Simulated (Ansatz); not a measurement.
# AlPH+ (quintet): from Hartree-Fock to the top rungs, cc-pVTZ

How much of the correlation energy of AlPH+ (quintet) does each wave-function method recover here?

The runs use Ansatz 0.2.0, Gaussian basis; cc-pVTZ, core rule «outside noble gas», up to 10 orbitals frozen.

To be run: UHF; CCSD(T) on ROHF; CCSD(T) on UHF; BCCD(T) on ROHF; CCSDT(Q) on ROHF; CCSDT(Q) on UHF.

14 further runs of the same task are left out: 11 for a known fault of the program, 3 set aside as unsound or not needed.

## (1) The geometry

The geometry is a PBE0/def2-TZVP stationary point (not a proven minimum) of the parent state, kept for this charge and spin.

3 atoms, charge 1, spin multiplicity 5.

Atoms are counted from 1 here; the program's logs count them from 0.

Bond lengths: Al1–P2 2.392 Å, P2–H3 1.430 Å. Angles: Al1–P2–H3 98.4°.

## (2) UHF

in.yaml reads:

```yaml
crystal:
  periodic: [false, false, false]
  atoms:
    - {symbol: Al, position_ang: [0.000000, 0.034843, 1.300562]}
    - {symbol: P, position_ang: [0.000000, -0.073644, -1.088657]}
    - {symbol: H, position_ang: [0.000000, 1.330368, -1.360548]}
basis:
  gaussian: {orbitals: cc-pVTZ}
total_charge: 1
magnetization: {spin_polarized: true, initial_magnetization: 4}
hamiltonian: {xc: hf}
output: {orbitals: {seedname: orbitals}}
```

Launch:

```console
> ansatz run in.yaml --threads 1 --pin off --events-out ev --progress --plain --max-ram 2816MiB --backend cpu
```

The runs that follow: CCSD(T) on ROHF; CCSD(T) on UHF; BCCD(T) on ROHF; CCSDT(Q) on ROHF; CCSDT(Q) on UHF.

**Question.** What will the summary of the whole plan be? Wanted: UCCSDT(Q) below the RHF energy; RMP2 from UCCSDT(Q); UMP2 from UCCSDT(Q); RCCSD from UCCSDT(Q); RCCSD(T) from UCCSDT(Q); UCCSD(T) from UCCSDT(Q); RCCSDT(Q) from UCCSDT(Q); T1 diagnostic.

The runs gave:

| quantity | value |
| --- | --- |
| UCCSDT(Q) below the RHF energy | -4.2904 eV |
| RMP2 from UCCSDT(Q) | +923.2 meV |
| UMP2 from UCCSDT(Q) | +940.1 meV |
| RCCSD from UCCSDT(Q) | +208.1 meV |
| RCCSD(T) from UCCSDT(Q) | +44.9 meV |
| UCCSD(T) from UCCSDT(Q) | +41.9 meV |
| RCCSDT(Q) from UCCSDT(Q) | +3.8 meV |
| levels within 1 kcal/mol (43 meV) | UCCSD(T), RCCSDT, UCCSDT, RCCSDT(Q) |
| T1 diagnostic | 0.025 |

**Reading.** RCCSD(T) misses by +44.9 meV, 1.0 % of the correlation energy. These misses are within one basis, not against nature; the frozen cores of restricted and unrestricted runs differ, which can shift their rows.
